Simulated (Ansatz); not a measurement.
GaP: pressure series

Take GaP in the zinc blende structure (space group F-43m, No. 216; a = 5.506 Å) as the base.

Cell and atoms are relaxed at each pressure.

Computed with PBE, PAW, 420 eV (Ansatz, a program for electronic structure; no spin-orbit coupling).

```csv
P (GPa),V (Å³/atom)
-1.99,21.451
-0.99,21.146
0.90,20.629
2.11,20.334
4.50,19.808
8.99,18.981
14.99,18.101
22.49,17.229
29.99,16.523
```

Fit a third-order Birch–Murnaghan equation of state.

Least squares on P(V) = (3B₀/2)[(V₀/V)^(7/3) − (V₀/V)^(5/3)]·[1 + (3/4)(B₀′ − 4)((V₀/V)^(2/3) − 1)] gives V₀ = 20.87 Å³/atom, B₀ = 77 GPa and B₀′ = 4.3.

Measured bulk modulus of GaP: 89.6 GPa (static lattice; corrected from measurement; as listed in Daniel Mejia-Rodriguez, S. B. Trickey, Phys. Rev. B (2018)); the computed value is 14 % below it.

Load acts through the strain it causes; cell and atoms are relaxed under it. No phonon test of stability was made. Measured, GaP leaves this structure (for a Cmcm phase) near 26 GPa (temperature not stated; as listed in Datta, Sujoy, Jana, Debnarayan, arXiv (2020)).
